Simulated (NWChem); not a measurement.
# PN (phosphorus nitride) at 6 levels

We compute a comparison of 6 runs (HF/STO-3G, HF/def2-SVP, HF/aug-cc-pVTZ, B3LYP/6-31G*, M06-2X/def2-TZVP, CCSD(T)/aug-cc-pVTZ) of PN (phosphorus nitride). 

The results are computed with NWChem 7.3.0.

## 1. The molecule

PN has 2 atoms, charge 0, and is taken as a singlet. SMILES: `N#P`. Geometry: the measured bond length.

Bond lengths: N1–P2 1.491 Å.

## 2. Energy and gradient at HF/STO-3G (run 1)

Input file np.nw:

```
start np
title "NP"
memory 2200 mb
geometry units angstrom noautosym nocenter noautoz
 N      0.000000     0.000000     0.000000
 P      0.000000     0.000000     1.490866
end
basis spherical bse
 * library STO-3G
end
scf
 singlet
 rhf
 thresh 1e-08
 maxiter 80
end
task scf gradient
```

Run with:

```sh
$ nwchem np.nw > np.out
```

Standard output:

```text
[...]
  functions       =    14
[...]
  wavefunction    = RHF
[...]
         Total SCF energy =   -390.591735461732
      One-electron energy =   -617.402407665546
      Two-electron energy =    189.541319260647
 Nuclear repulsion energy =     37.269352943167
        Time for solution =      0.3s
[...]
                         RHF ENERGY GRADIENTS
    atom               coordinates                        gradient
                 x          y          z           x          y          z
   1 N       0.000000   0.000000   0.000000    0.000000  -0.000000  -0.058340
   2 P       0.000000   0.000000   2.817328   -0.000000   0.000000   0.058340
[...]
```

Wall time 0.93 s (1 thread of Intel Xeon Platinum 8259CL at 2.50GHz (Skylake/Cascade Lake), shared host); peak memory 0.099 GiB.

## 3. Energy and gradient at HF/def2-SVP (run 2)

Input file work.nw:

```
start work
memory 2200 mb

geometry units angstrom noautosym nocenter noautoz
  N        0.000000       0.000000       0.000000
  P        0.000000       0.000000       1.490866
end

basis spherical bse
  N library def2-SVP
  P library def2-SVP
end

scf
  thresh 1e-08
  maxiter 80
  print medium
end

task scf gradient
```

Run with:

```sh
$ nwchem work.nw > work.out
```

Standard output:

```text
[...]
  functions       =    32
[...]
  wavefunction    = RHF
[...]
         Total SCF energy =   -394.984324899679
      One-electron energy =   -619.373630352133
      Two-electron energy =    187.119952509286
 Nuclear repulsion energy =     37.269352943167
        Time for solution =      1.4s
[...]
                         RHF ENERGY GRADIENTS
    atom               coordinates                        gradient
                 x          y          z           x          y          z
   1 N       0.000000   0.000000   0.000000    0.000000  -0.000000  -0.058793
   2 P       0.000000   0.000000   2.817328   -0.000000   0.000000   0.058793
[...]
```

Run time: 2.6 s. Hardware: 1 thread of Intel Xeon Platinum 8259CL at 2.50GHz (Skylake/Cascade Lake), shared host; peak memory 0.099 GiB.

Runs 3 to 5 aren't shown in full; the table further down has their settings and results.

## 4. The energy at CCSD(T)/aug-cc-pVTZ (run 6)

Input file np.nw:

```
start np
title "NP"
memory stack 880 mb heap 220 mb global 1100 mb

geometry units angstroms noautosym nocenter noautoz
 N      0.000000     0.000000     0.000000
 P      0.000000     0.000000     1.490866
end

basis spherical bse
 * library aug-cc-pVTZ
end

scf
 nopen 0
 rhf
 thresh 1e-08
 maxiter 80
end

ccsd
 freeze core 6
 maxiter 60
end

task ccsd(t) energy
```

Run with:

```sh
$ nwchem np.nw > np.out
```

Standard output:

```text
[...]
  functions       =    96
[...]
  wavefunction    = RHF
[...]
         Total SCF energy =   -395.176887187299
      One-electron energy =   -619.620645982609
      Two-electron energy =    187.174405852142
 Nuclear repulsion energy =     37.269352943167
        Time for solution =     59.0s
[...]
 Total MP2 energy:           -395.532263652436257
[...]
             energy      energy      error      ampl     ampl      Block
                                                time     time      time
[...]
 Total CCSD energy:           -395.529379344667404
[...]
 Total CCSD+T(CCSD) energy:           -395.554701980229595
[...]
 Total CCSD(T) energy:                -395.553394703739002
[...]
```

It took 5.1 min on 1 thread of Intel Xeon Platinum 8259CL at 2.50GHz (Skylake/Cascade Lake), shared host; peak memory 0.18 GiB.

## 5. The series

```
run                               level  iteration cap   module  energy (Eh)  dipole moment (D)  HOMO energy (eV)  LUMO energy (eV)  wall time
  1                           HF/STO-3G             80      scf  -390.591735               2.01             -8.72              7.02     0.93 s
  2                         HF/def2-SVP             80      scf  -394.984325               2.96            -12.03              1.71      2.6 s
  3                      HF/aug-cc-pVTZ             80      scf  -395.176887               3.24            -12.08              0.76       83 s
  4  B3LYP/6-31G* (spherical functions)            100      dft  -396.057576               2.45             -8.85             -2.25        6 s
  5                    M06-2X/def2-TZVP            100      dft  -396.056455               3.02            -10.61             -1.31       24 s
  6                 CCSD(T)/aug-cc-pVTZ             80  ccsd(t)  -395.553395                  –            -12.08              0.76    5.1 min
```

## 6. What came out

```
                                          quantity          value
                               run 6: total energy  -395.55339 Eh
        run 6: HOMO energy (Hartree–Fock orbitals)      -12.08 eV
        run 6: LUMO energy (Hartree–Fock orbitals)        0.76 eV
      run 6: HOMO–LUMO gap (Hartree–Fock orbitals)       12.84 eV
run 6: correlation energy (6 core orbitals frozen)     -376.5 mEh
                             run 6: (T) correction     -24.02 mEh
```

In words: Over runs 1, 2, 3, 4, 5 the dipole moment (its size) runs from 2.01 D (HF/STO-3G) to 3.24 D (HF/aug-cc-pVTZ). Over runs 1, 2, 3, 4, 5 the HOMO–LUMO gap runs from 6.59 eV (B3LYP/6-31G*) to 15.74 eV (HF/STO-3G). The two ends differ in method and basis. Totals of different functionals can't be ranked against each other. In run 1 the basis is minimal, so the values are rough. All runs together took 7 min, the longest 5.1 min.
